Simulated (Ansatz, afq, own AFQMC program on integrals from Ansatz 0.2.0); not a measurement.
Two steps: Ansatz 0.2.0 writes the Fock matrix and Cholesky factors of the valence space, and afq projects on them the lowest state that overlaps trial and start.

```yaml
crystal:
  periodic: [false, false, false]
  atoms:
    - {symbol: Re, position_ang: [0.000000, 0.000000, 0.000000]}
basis:
  gaussian: {orbitals: def2-TZVPP}
magnetization: {spin_polarized: true, initial_magnetization: 5}
correlation: {method: ccsd_t, electrons: outside_noble_gas, hamiltonian_folder: ham}
```

```sh
$ ansatz run in.yaml --threads 1 --pin off --events-out ev --progress --plain --max-ram 24576MiB --backend cuda --devices 0, --max-vram 18GiB
```

afq runs on the folder ham with

```
--method free --trial cisd --walkers 4000 --time-step 0.03 --max-blocks 4000 --target-error 0.00019 --factor-cut 1e-05 --seed 7555 --times 0,0.3,0.6,1.2,1.8,2.4,3.6,4.8,6 --taylor-order 8
```

Times are imaginary, in 1/Eh. The walk had a cap of 82 s. Core potentials past Kr, no spin–orbit coupling.

Log:

```
orbitals 52  electrons 6 1  factors 371 of 371
reference energy -77.53454493 Eh
CCSD correlation -0.13181752 Eh in 9 cycles, weight of the determinant in the CISD state 0.9136
repeat  energy at the last time / Eh  error
    10  -77.672439  0.000092
    20  -77.672484  0.000059
    30  -77.672447  0.000055
time / (1/Eh)  energy / Eh  error  mean overlap
  0.00  -77.666355  0.000010  1.0946
  0.30  -77.669756  0.000017  1.0952
  0.60  -77.670988  0.000023  1.0947
  1.20  -77.671896  0.000027  1.0925
  1.80  -77.672177  0.000030  1.0937
  2.40  -77.672318  0.000038  1.0939
  3.60  -77.672399  0.000048  1.0979
  4.80  -77.672469  0.000051  1.1033
  6.00  -77.672454  0.000053  1.1107
energy -77.672454 +/- 0.000053 Eh
```

The run passed its tests (error under three times the target), which doesn't prove that it has relaxed.

Against this walk (error 1.5 meV) on the same determinant: CCSD(T) 18.4 meV higher, CCSDT(Q) 2.9 meV lower (within the noise). The error is statistical, and a free projection of finite length keeps a remainder of its start.

Cautions: remainder of the start not in the error; no spin-orbit coupling; outer-core shells of the metal frozen.

The walk took 73 s on 1 × NVIDIA H100 80GB HBM3 with 2 threads of AMD EPYC 7R13 Processor (Zen 3), with other jobs on the host (the card was shared). The log's last line is the free-projection energy.

CCSDT and higher add their correlation energy to the determinant of the CCSD(T) run, since their own runs factorise the integrals more tightly (a shift of under 2 meV). A walk keeps the symmetry of its determinant, which the program's search chose and which needn't be the lowest solution, so a lower state of the same spin and another symmetry isn't excluded.
